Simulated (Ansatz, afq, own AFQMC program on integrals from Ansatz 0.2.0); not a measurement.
## Where AFQMC and coupled cluster stand for CH$_{3}$O⁺, triplet

```
atom    x (Å)    y (Å)    z (Å)
   O   0.0000   0.0011   0.6951
   C   0.0000   0.0094  -0.6608
   H   0.8686  -0.5694  -1.0215
   H   0.0000   1.0088  -1.1162
   H  -0.8686  -0.5694  -1.0215
```

Connectivity, by distances: O–CH3.

Basis cc-pVDZ. Noble-gas cores (and the filled d shells of Ga–Kr and In–Xe) are frozen. Ansatz 0.2.0 and our own AFQMC program on the same integrals; the CISD trial comes from CCSD amplitudes, and released means the phaseless constraint is let go. ± is one standard error of the sampling.

Determinant: UHF, the one that the program's search chose, which needn't be the lowest solution. The geometry is a PBE0/def2-TZVP stationary point of this or a neighbouring charge and spin state.

No full CI on the walks' own integrals is used here. The released AFQMC energy serves as the reference, which it does only where one determinant dominates, the energy is flat over the last release times and near the phaseless one (40 meV or 2 meV an electron, half that with transition metals). On small molecules, where full CI could be run and the noise was under 10 meV, such values lay within 10 meV of it in 19 cases of 20, a flattering rate, since the rule was set on those same cases; what remains of the bias isn't in the error bar.

Cautions: higher spins were not checked; the released value is read at 1.50 1/Eh with a noise of 28 meV, more than in the cases checked (meV from the phaseless value at times in 1/Eh: 12 ± 15 at 0.24, -11 ± 15 at 0.50, 7 ± 23 at 1.00, -17 ± 28 at 1.50).

- T1 diagnostic: 0.0371
- weight of the determinant in the CISD state: 0.876
- ⟨S²⟩ of the determinant: 2.026
- size of the correlated space: 12 electrons in 41 orbitals

Reference: AFQMC with the constraint released, correlation energy -8.246 ± 0.028 eV.

| level | E − E(reference) (kJ/mol) | share of correlation (%) |
| --- | --- | --- |
| HF | 795.6 ± 2.7 | 0.00 |
| MP2 | 128.7 ± 2.7 | 83.83 |
| CCSD | 26.0 ± 2.7 | 96.74 |
| CCSD(T) | 5.6 ± 2.7 | 99.30 |
| ph-AFQMC/HF | -16.7 ± 7.0 | 102.10 |
| ph-AFQMC/CISD | 1.7 ± 3.2 | 99.79 |

A walk keeps the symmetry of its determinant, which the program's search chose and which needn't be the lowest solution, so a lower state of the same spin and another symmetry isn't excluded. Released energies are given only where the last usable release times agree within the noise; a slower fall can still hide under it.
